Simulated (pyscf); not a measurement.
Single points on ωB97X-D3(BJ)/def2-SVP structures (PySCF, gas phase).

Q: For the elementary gas-phase step `[S]=[Sn]([Cl])[Cl]` + `[ClH]` -> `[SH][Sn]([Cl])([Cl])[Cl]` (singlet surface; Cl–H broken, H–S, Cl–Sn formed), what barrier and reaction energy does ωB97M-D3(BJ)/def2-TZVP give, measured from the separated reactants?

A: ΔE‡ = -4.5 kcal/mol, ΔE = -46.6 kcal/mol. Zero-point energy shifts the barrier by +0.1 kcal/mol. It is an addition across a multiple bond or ene-type step, with an imaginary mode of 322i cm⁻¹. On the reactant side the descent ends in an adduct with a Cl–Sn contact, 8.8 kcal/mol under the separated species and 1.4 kcal/mol under the saddle at ωB97X-D3(BJ)/def2-TZVP. At ωB97M-D3(BJ) the saddle lies under the separated reactants, which points to a path from their complex (located at ωB97X-D3(BJ) alone). What is counted as formed (Cl–Sn) is already present as a longer contact in the reactant adduct; forming that adduct is a step of its own. At ωB97X-D3(BJ)/def2-TZVP the barrier from the zero used here is -7.4 kcal/mol. This is the saddle that the search found; another between the same sides may lie lower. Elements past Kr carry the def2 core potentials, without spin-orbit coupling.
